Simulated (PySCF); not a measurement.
O2, SMILES O=O (connectivity only; charge and spin as stated), charge +1, multiplicity 2. Atoms are numbered in the order given.

```xyz
2

O      0.0000     0.0000    -0.5529
O      0.0000     0.0000     0.5529
```
Charge +1, spin multiplicity 2.

Geometry: B3LYP-D3(BJ)/def2-TZVPD.

All values below come from PBE/pcH-1 in PySCF.

Unrestricted Kohn–Sham, ⟨S²⟩ = 0.751. Hyperfine tensors hold the contact and dipolar terms, without spin-orbit corrections.

Task: Estimate the hyperfine couplings. (The exact figures need the calculation; the answer reports its results.)

Result: 
```
nucleus    A(iso) (MHz)  A(iso) (G)  dipolar principal values (MHz)
---------  ------------  ----------  ------------------------------
17O no. 1         -13.5        -4.8            -205.8, 101.1, 104.7
17O no. 2         -13.5        -4.8            -205.8, 101.1, 104.7
```
